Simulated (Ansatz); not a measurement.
**One shape, several levels: NOF (nitrosyl fluoride)**

Wanted: a comparison of 4 runs (PBE/STO-3G, UPBE0/STO-3G, revPBE/STO-3G, wB97M-V/STO-3G) of NOF (nitrosyl fluoride). 

Program for the calculation: Ansatz 0.2.0.

63 further runs of the same task are left out: 16 that didn't finish, 47 set aside as unsound or not needed.

## 1. The molecule

NOF has 3 atoms, charge 0, and is taken as a singlet. As SMILES, `O=NF`. The N2–O1 distance was set to 2.817 Å, away from the relaxed value. At this shape a bond of the SMILES string is far longer than usual.

Bond lengths: N2–F3 1.483 Å.

## 2. The energy at PBE/STO-3G (run 1)

in.yaml

```yaml
crystal:
  periodic: [false, false, false]
  atoms:
    - symbol: O
      position_ang: [1.947490, 1.331245, 1.216992]
    - symbol: "N"
      position_ang: [0.148930, -0.482540, 0.029910]
    - symbol: F
      position_ang: [-1.017290, 0.239580, -0.534650]
basis:
  gaussian:
    orbitals: STO-3G
total_charge: 0
hamiltonian:
  xc: {name: PBE}
accuracy: high
```

Run with:

```console
ansatz run in.yaml --threads 1 --pin off --max-ram 3480MiB --events-out events.jsonl --progress --plain --runs-dir runs
```

The program printed:

```text
Warning: RAYON_NUM_THREADS=1 ignored (pool sized by the plan → 1); use --threads N
Functional definition: PBE
  name "PBE"
  parameter kappa = 0.804
  parameter beta = 0.06672455060314922
  exchange = pbe_x(kappa = kappa, mu = beta*pi^2/3)
  correlation = pbe_c(beta = beta)
231 factors; integrals over basis functions are off by at most 4.3e-8 eV
mean field evaluation 1: about -6095.6003 eV, gradient 6.7e1 eV
mean field evaluation 2: about -5913.6306 eV, gradient 1.6e1 eV
mean field evaluation 4: about -6087.7380 eV, gradient 5.2e1 eV
mean field evaluation 8: about -6149.6405 eV, gradient 7.1e0 eV
mean field evaluation 16: about -6149.7230 eV, gradient 2.7e-8 eV
mean field evaluation 32: about -6149.5570 eV, gradient 8.6e-1 eV
mean field evaluation 64: about -6149.4059 eV, gradient 7.1e0 eV
mean field evaluation 96: about -6149.5279 eV, gradient 7.3e0 eV
mean field evaluation 128: about -6149.4454 eV, gradient 1.5e0 eV
mean field -6149.72301006 eV, -225.9981521878 hartree, gradient 3.8e-8 eV, S^2 0.000000; 12 other end points of the search recorded, 0 dependent functions left out
reference -6149.72301093 eV, -225.9981522198 hartree; 12, 12 occupied and 3, 3 virtual orbitals, 231 factors
Total energy: -6149.72301093 eV, -225.9981522198 hartree
```

Run time: 1.9 s. Hardware: 1 thread of Intel Xeon Platinum 8488C (Sapphire Rapids), shared host.

## 3. A single-point energy at UPBE0/STO-3G (run 2)

job.yaml

```yaml
crystal:
  periodic: [false, false, false]
  atoms:
    - {symbol: O, position_ang: [1.947490, 1.331245, 1.216992]}
    - {symbol: "N", position_ang: [0.148930, -0.482540, 0.029910]}
    - {symbol: F, position_ang: [-1.017290, 0.239580, -0.534650]}
basis:
  gaussian:
    orbitals: STO-3G
magnetization:
  spin_polarized: true
hamiltonian:
  xc: pbe0
accuracy: high
```

Run with:

```console
ansatz run job.yaml --threads 1 --pin off --max-ram 3480MiB --events-out events.jsonl --progress --plain --runs-dir runs
```

The program printed (excerpt; [...] marks lines left out):

```text
Warning: RAYON_NUM_THREADS=1 ignored (pool sized by the plan → 1); use --threads N
Functional definition: PBE0
  name "PBE0"
[...]
231 factors; integrals over basis functions are off by at most 4.3e-8 eV
[...]
mean field -6154.02219759 eV, -226.1561444153 hartree, gradient 2.9e-8 eV, S^2 1.994027; 5 other end points of the search recorded, 0 dependent functions left out
reference -6154.02219828 eV, -226.1561444407 hartree; 12, 12 occupied and 3, 3 virtual orbitals, 231 factors
Total energy: -6154.02219828 eV, -226.1561444407 hartree
```

Run time: 7.8 s. Hardware: 1 thread of Intel Xeon Platinum 8488C (Sapphire Rapids), shared host; peak memory 0.11 GiB.

Run 3 isn't shown in full; the table further down has it.

## 4. The energy at wB97M-V/STO-3G (run 4)

Changes to in.yaml since step 2:

```diff
@@ -10,7 +10,5 @@
 basis:
-  gaussian:
-    orbitals: STO-3G
-total_charge: 0
-hamiltonian:
-  xc: {name: PBE}
+  gaussian: {orbitals: STO-3G}
+magnetization: {spin_polarized: false}
+hamiltonian: {xc: {name: wB97M-V}}
 accuracy: high
```

Run with:

```console
ansatz run in.yaml --threads 1 --pin off --max-ram 3480MiB --events-out events.jsonl --progress --plain --runs-dir runs
```

The program printed (excerpt; [...] marks lines left out):

```text
Warning: RAYON_NUM_THREADS=1 ignored (pool sized by the plan → 1); use --threads N
Functional definition: wB97M-V
  name "wB97M-V"
[...]
  gx(w, u) = 1 - cx + cx01*u + cx10*w
  gss(w, u) = css00 + css04*u^4 + css10*w + css20*w^2 + css43*w^4*u^3
  gos(w, u) = cos00 + cos10*w + (cos20 + cos21*u)*w^2 + (cos60 + cos61*u)*w^6
[...]
      + integral(e_c_pw_mod_opposite_spin*gos(b97_w_opposite, b97_u_opposite)) + vv10(b, c)
231 factors; integrals over basis functions are off by at most 4.3e-8 eV
123 factors; integrals over basis functions are off by at most 9.9e-10 eV
[...]
mean field -6154.52720075 eV, -226.1747029393 hartree, gradient 1.7e-8 eV, S^2 0.000000; 4 other end points of the search recorded, 0 dependent functions left out
reference -6154.52720173 eV, -226.1747029753 hartree; 12, 12 occupied and 3, 3 virtual orbitals, 231 factors
Total energy: -6154.52720173 eV, -226.1747029753 hartree
```

Run time: 25 s. Hardware: 1 thread of Intel Xeon Platinum 8488C (Sapphire Rapids), shared host; peak memory 0.21 GiB.

## 5. All runs side by side

| run | level | energy (Eh) | wall time |
| --- | --- | --- | --- |
| 1 | PBE/STO-3G | -225.998152 | 1.9 s |
| 2 | UPBE0/STO-3G | -226.156144 | 7.8 s |
| 3 | revPBE/STO-3G | -226.188688 | 2.1 s |
| 4 | wB97M-V/STO-3G | -226.174703 | 25 s |

## 6. What came out

| quantity | value |
| --- | --- |
| run 4: total energy | -226.17470 Eh |

In words: Totals of different functionals can't be ranked against each other. In runs 1, 2, 3, 4 the basis is minimal, so the values are rough. In runs 1, 3, 4 a closed-shell determinant meets a far-stretched bond, which it describes badly. Spin contamination of the reference: run 2 ⟨S²⟩ = 1.99. Where it is this large, the reference is a mixture of spin states, and values that rest on it are in doubt. All runs together took 37 s, the longest 25 s.
